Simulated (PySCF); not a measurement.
C₅H₁₂P (charge +1).
Bonds: C1–P2, P2–C3, P2–C4, C4–C5, C5–C6, C4–C6. Hydrogens: H7, H8, H9 on C1; H10 on P2; H11, H12, H13 on C3; H14 on C4; H15, H16 on C5; H17, H18 on C6.

Method: PBE0-D3(BJ)/def2-SVP geometry optimisation, gas phase in PySCF 2.14.0.

Problem. What internal coordinates does the optimisation give?

Solution. 
```
                  bond  length (bohr)   order
          C1–P2, P2–C3          3.395  single
                 P2–C4          3.358  single
          C4–C5, C4–C6          2.858  single
                 C5–C6          2.809  single
C1–H7 and 5 like bonds          2.078  single
                P2–H10          2.667  single
                C4–H14          2.071  single
        C5–H15, C6–H18          2.068  single
        C5–H16, C6–H17          2.064  single
```

Bonds in one row agree within 0.02 bohr and their mean is given. Orders are formal, as drawn. A selection of angles:
```
     angle  degrees
  P2–C1–H7    110.1
  H7–C1–H8    109.3
  C1–P2–C3    111.0
  C1–P2–C4    111.8
 C1–P2–H10    107.7
 C4–P2–H10    106.4
  P2–C4–C5    119.7
 P2–C4–H14    112.8
  C5–C4–C6     58.9
 C5–C4–H14    117.9
  C4–C5–C6     60.6
 C4–C5–H15    118.7
 C4–C5–H16    116.1
 C6–C5–H15    118.3
 C6–C5–H16    119.1
H15–C5–H16    114.0
```

Dihedral angles: C1–P2–C4–C5 152° (antiperiplanar); P2–C4–C5–C6 -109° (anticlinal); P2–C4–C6–C5 109° (anticlinal).

The C–C distances run from 1.486 Å (C5–C6, drawn single) to 1.512 Å (C4–C6, drawn single), a spread of 0.026 Å. The 3-membered ring C4–C5–C6 has internal angles of 58.9° to 60.6°. P2 (phosphonium phosphorus) is tetrahedral (angles from 106.4° to 111.9°).

Point group: Cs (tolerance 0.08 Å). Stationary, but not proved a minimum.

One conformer stands for the species.
